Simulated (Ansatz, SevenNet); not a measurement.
Chalcopyrite AgInTe₂: properties by level of theory

| level (code) | lattice constant a (Å) | lattice parameter c (Å) |
|---|---|---|
| SevenNet-0 (SevenNet) | 6.577 | 13.026 |
| SevenNet-l3i5 (SevenNet) | 6.567 | 13.038 |
| PBE (Ansatz) | 6.567 | 12.999 |
| PBE-D3(BJ) (Ansatz) | 6.468 | 12.797 |
| PBE-D4 (Ansatz) | 6.463 | 12.787 |

Ansatz's density-functional and Hartree–Fock values are scalar-relativistic unless marked +SOC, with PAW data made under PBE.

The computed numbers hold no vibrational or temperature effects.

Ansatz is a quantum-chemistry and plane-wave program.
